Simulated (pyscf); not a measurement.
Optimised with ωB97X-D3(BJ)/def2-SVP in PySCF.

Task: For `[O]=[NbH]([F])[F]` + `[FH]` → `[O]=[Nb]([F])([F])[F]` + `[H][H]`, a four-centre exchange (singlet surface; H–Nb, F–H broken, F–Nb, H–H formed), PBE/def2-TZVP gives ΔE‡ = -0.32 eV and ΔE = -1.77 eV (zero: the separated reactants). In which direction and how far do PBE0-D3(BJ)/def2-TZVP, M06-2X/def2-TZVP, ωB97M-D3(BJ)/def2-TZVP move these?

Result: PBE0-D3(BJ): ΔE‡ = -0.21 eV, ΔE = -1.67 eV; M06-2X: ΔE‡ = -0.13 eV, ΔE = -1.65 eV; ωB97M-D3(BJ): ΔE‡ = -0.11 eV, ΔE = -1.66 eV. PBE's barrier lies under all of them, by 0.12 to 0.21 eV. Its reaction energy lies under all of them, by 0.11 to 0.13 eV. On the reactant side the descent ends in an adduct with a F–Nb contact, 0.32 eV under the separated species and 0.14 eV under the saddle at ωB97X-D3(BJ)/def2-TZVP. At PBE, PBE0-D3(BJ), M06-2X, ωB97M-D3(BJ) the saddle lies under the separated reactants, which points to a path from their complex (located at ωB97X-D3(BJ) alone). What is counted as formed (F–Nb) is already present as a longer contact in the reactant adduct; forming that adduct is a step of its own. At the saddle there is also a short H–Nb contact that neither side keeps. One saddle was located; it need not be the lowest between these sides. Elements past Kr carry the def2 core potentials, without spin-orbit coupling.
